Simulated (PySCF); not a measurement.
# C2H2F4 (1,1,2,2-tetrafluoroethane): the cost of one run

Programs: PySCF 2.14.0, with density-fitted response routines of our own. Each step states its level of theory. These are calculated values for one molecule in the gas phase, unless marked as measured. Atoms count from 0, in the outputs and in this text.

## (1) The molecule as given

8 atoms, charge 0, multiplicity 1; geometry from: MMFF94s. The atoms were then displaced at random by about 0.03 Å, so the start is not that level's minimum.

Bonds of the start (Å): F0–C1 1.28, C1–F2 1.39, C1–C3 1.64, C3–F4 1.32, C3–F5 1.31, C1–H6 1.08, C3–H7 1.07.

## (2) Relaxing the molecule at PBE0-D3(BJ)/def2-SVP

Job settings and geometry (Å):

```
{"job": {"xc": "PBE0", "basis": "def2-SVP", "d3": "d3bj", "grid": 1, "shake": 0.03, "kind": "geom"}, "charge": 0, "multiplicity": 1}
F     -1.182670     1.058810     0.580320
C     -0.773940    -0.046020     0.067230
F     -1.343080    -0.189410    -1.195010
C      0.860120     0.000910     0.022680
F      1.207240     0.889220    -0.891950
F      1.239180    -1.197230    -0.362150
H     -1.093340    -0.859280     0.697440
H      1.224730     0.257340     0.997740
```

Launch:

```sh
OMP_NUM_THREADS=1 python probes_run.py task.json out
```

This one command runs all jobs of the session in turn.

Q: Estimate the wall time and peak memory of this first job on 1 thread of Arm Neoverse V1, shared host.

About 16 s, with a peak of 0.38 GiB.
